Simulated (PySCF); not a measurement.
**B2PLYP/def2-TZVPP run of CHFO (formyl fluoride)**

Aim: the vertical singlet–triplet gap of CHFO (formyl fluoride) at B2PLYP/def2-TZVPP, from 2 runs. The job is set up through a Python script.

The results are computed with PySCF 2.14.0.

2 further runs of the same task are left out: 2 set aside as unsound or not needed.

### Step 1. The molecule

CHFO: 4 atoms, total charge 0, spin state singlet. SMILES: `O=CF`. Geometry: relaxed at GFN2-xTB.

Bond lengths: O1–C2 1.171 Å, C2–F3 1.341 Å, C2–H4 1.098 Å. Angles: O1–C2–F3 122.3°, O1–C2–H4 129.0°, F3–C2–H4 108.7°.

### Step 2. The energy at B2PLYP/def2-TZVPP

Contents of run.py:

```python
from pyscf import gto, dft, mp

system = gto.Mole()
system.atom = '''
O     -0.889680     0.196020     0.829980
C     -0.049740     0.073340     0.022930
F      0.584370    -1.090860    -0.181350
H      0.355050     0.821510    -0.671560
'''
system.verbose = 4
system.basis = 'def2-tzvpp'
system.max_memory = 1860
system.build()

mf = dft.RKS(system)
mf.xc = '0.53*HF + 0.47*B88, 0.73*LYP'
mf.conv_tol = 1e-10
mf.grids.level = 5
mf.kernel()
if not mf.converged:
    mf = mf.newton().run(mf.mo_coeff, mf.mo_occ)

pt = mp.MP2(mf, frozen=3).run()
energy = mf.e_tot + 0.27 * pt.e_corr
print('PT2 part  %.8f' % (0.27 * pt.e_corr))
print(f'total energy: {energy:.8f} hartree')
```

The run is started by

```
$ OMP_NUM_THREADS=1 python run.py
```

Log:

```text
PySCF version 2.14.0

[INPUT] num. atoms = 4
[INPUT] num. electrons = 24
[INPUT] charge = 0
[INPUT] spin (= nelec alpha-beta = 2S) = 0
[INPUT] symmetry False subgroup None
[INPUT] Mole.unit = angstrom
[INPUT] Symbol           X                Y                Z      unit          X                Y                Z       unit  Magmom
[INPUT]  1 O     -0.889680000000   0.196020000000   0.829980000000 AA   -1.681251538503   0.370424114937   1.568434888867 Bohr   0.0
[INPUT]  2 C     -0.049740000000   0.073340000000   0.022930000000 AA   -0.093994977436   0.138592513976   0.043331420036 Bohr   0.0
[INPUT]  3 F      0.584370000000  -1.090860000000  -0.181350000000 AA    1.104299255412  -2.061426640243  -0.342701832690 Bohr   0.0
[INPUT]  4 H      0.355050000000   0.821510000000  -0.671560000000 AA    0.670947260527   1.552428908591  -1.269064476213 Bohr   0.0

nuclear repulsion = 67.6421796964721
number of shells = 39
number of NR pGTOs = 154
number of NR cGTOs = 107
basis = def2-tzvpp
ecp = {}

******** <class 'pyscf.dft.rks.RKS'> ********
method = RKS
initial guess = minao
damping factor = 0
level_shift factor = 0
DIIS = <class 'pyscf.scf.diis.CDIIS'>
diis_start_cycle = 1
diis_space = 8
diis_damp = 0
SCF conv_tol = 1e-10
SCF conv_tol_grad = None
SCF max_cycles = 50
direct_scf = True
direct_scf_tol = 1e-13
XC library pyscf.dft.libxc version 7.0.0
    S. Lehtola, C. Steigemann, M. J.T. Oliveira, and M. A.L. Marques.,  SoftwareX 7, 1–5 (2018)
XC functionals = 0.53*HF + 0.47*B88, 0.73*LYP
    A. D. Becke.,  Phys. Rev. A 38, 3098 (1988)
    C. Lee, W. Yang, and R. G. Parr.,  Phys. Rev. B 37, 785 (1988)
    B. Miehlich, A. Savin, H. Stoll, and H. Preuss.,  Chem. Phys. Lett. 157, 200 (1989)
radial grids:
    Treutler-Ahlrichs [JCP 102, 346 (1995); DOI:10.1063/1.469408] (M4) radial grids

becke partition: Becke, JCP 88, 2547 (1988); DOI:10.1063/1.454033
pruning grids: <function nwchem_prune>
grids dens level: 5
symmetrized grids: False
atomic radii adjust function: <function treutler_atomic_radii_adjust>
small_rho_cutoff = 0
Set gradient conv threshold to 1e-05
Initial guess from minao.
tot grids = 153376
init E= -213.902746464657
  HOMO = -0.407610626896652  LUMO = -0.0292313929069081  gap/eV = 10.29622
cycle= 1 E= -213.393145948999  delta_E= 0.51  |g|= 0.845  |ddm|= 1.57
  HOMO = -0.308741206727834  LUMO = 0.00899660764338606  gap/eV = 8.64609
cycle= 2 E= -213.279389183305  delta_E= 0.114  |g|= 1.21  |ddm|= 0.903
  HOMO = -0.420672875312817  LUMO = 0.0132254311060684  gap/eV = 11.80697
cycle= 3 E= -213.525570798534  delta_E= -0.246  |g|= 0.11  |ddm|= 0.536
  HOMO = -0.408181632633251  LUMO = 0.0249125159458856  gap/eV = 11.78509
cycle= 4 E= -213.527182595297  delta_E= -0.00161  |g|= 0.0536  |ddm|= 0.067
  HOMO = -0.411228042407203  LUMO = 0.0275282588555115  gap/eV = 11.93917
cycle= 5 E= -213.527638458727  delta_E= -0.000456  |g|= 0.00637  |ddm|= 0.0246
  HOMO = -0.412938163841872  LUMO = 0.0268689089512648  gap/eV = 11.96776
cycle= 6 E= -213.527652941963  delta_E= -1.45e-05  |g|= 0.00233  |ddm|= 0.00676
  HOMO = -0.412865413431707  LUMO = 0.0272285651637745  gap/eV = 11.97557
cycle= 7 E= -213.52765526481  delta_E= -2.32e-06  |g|= 0.000662  |ddm|= 0.00275
  HOMO = -0.413059961782199  LUMO = 0.0271091498943328  gap/eV = 11.97761
cycle= 8 E= -213.527655449963  delta_E= -1.85e-07  |g|= 0.000142  |ddm|= 0.000869
  HOMO = -0.413065874307641  LUMO = 0.0271337149990423  gap/eV = 11.97844
cycle= 9 E= -213.527655456096  delta_E= -6.13e-09  |g|= 2.1e-05  |ddm|= 0.000154
  HOMO = -0.413069072983543  LUMO = 0.0271329700286955  gap/eV = 11.97851
cycle= 10 E= -213.527655456191  delta_E= -9.57e-11  |g|= 2.65e-06  |ddm|= 1.84e-05
  HOMO = -0.41306921141798  LUMO = 0.0271329658862598  gap/eV = 11.97851
Extra cycle  E= -213.527655456193  delta_E= -1.71e-12  |g|= 1.12e-06  |ddm|= 3.14e-06
converged SCF energy = -213.527655456193

******** <class 'pyscf.mp.mp2.RMP2'> ********
nocc = 9, nmo = 104
frozen orbitals 3
E(RMP2) = -214.293081400736  E_corr = -0.765425944543083
E(SCS-RMP2) = -214.272189147646  E_corr = -0.744533691452588
E_corr(same-spin) = -0.200743202306667
E_corr(oppo-spin) = -0.564682742236415
PT2 part  -0.20666501
total energy: -213.73432046 hartree
```

Wall time 13 s (1 thread of Arm Neoverse V1, shared host); peak memory 0.54 GiB.

### Step 3. The triplet, same level

Contents of calc.py:

```python
from pyscf import gto, dft, mp

mol = gto.M(
    atom=[
    ('O', (-0.889680, 0.196020, 0.829980)),
    ('C', (-0.049740, 0.073340, 0.022930)),
    ('F', (0.584370, -1.090860, -0.181350)),
    ('H', (0.355050, 0.821510, -0.671560)),
],
    basis='def2-tzvpp',
    spin=2,
    max_memory=1860,
    verbose=3,
)

mf = dft.UKS(mol)
mf.xc = '0.53*HF + 0.47*B88, 0.73*LYP'
mf.conv_tol = 1e-10
mf.grids.level = 5
mf.kernel()
if not mf.converged:
    mf = mf.newton().run(mf.mo_coeff, mf.mo_occ)

pt = mp.MP2(mf, frozen=3).run()
etot = mf.e_tot + 0.27 * pt.e_corr
print('PT2 part  %.8f' % (0.27 * pt.e_corr))
print(f'total energy: {etot:.8f} hartree')
```

The run is started by

```
$ OMP_NUM_THREADS=1 python calc.py
```

Log:

```text
WARN: HOMO -0.0292313929069152 >= LUMO -0.407610626896652

converged SCF energy = -213.340908189237  <S^2> = 2.0107413  2S+1 = 3.0071523
E(UMP2) = -214.027734656087  E_corr = -0.686826466850625
E(SCS-UMP2) = -214.009030078952  E_corr = -0.668121889715292
PT2 part  -0.18544315
total energy: -213.52635134 hartree
```

It took 31 s on 1 thread of Arm Neoverse V1, shared host; peak memory 0.55 GiB.

### Step 4. Results

Level: B2PLYP/def2-TZVPP, 3 core orbitals frozen.

| quantity | value |
| --- | --- |
| singlet: total energy | -213.73432 Eh |
| singlet: dipole moment (SCF part) | 2.26 D |
| singlet: HOMO energy (SCF part's orbitals) | -11.24 eV |
| singlet: LUMO energy (SCF part's orbitals) | 0.74 eV |
| singlet: HOMO–LUMO gap (SCF part's orbitals) | 11.98 eV |
| triplet: total energy | -213.52635 Eh |
| triplet: dipole moment (SCF part) | 1.25 D |
| triplet: HOMO energy (SCF part's orbitals) (highest over α and β) | -5.59 eV |
| triplet: LUMO energy (SCF part's orbitals) (lowest over α and β) | -3.96 eV |
| triplet: ⟨S²⟩ | 2.011 |
| vertical energy of the triplet above the singlet | 5.659 eV |

At this shape the triplet lies 5.66 eV (131 kcal/mol) above the singlet. Mulliken charges (singlet) run from -0.25 on O1 to +0.36 on C2.
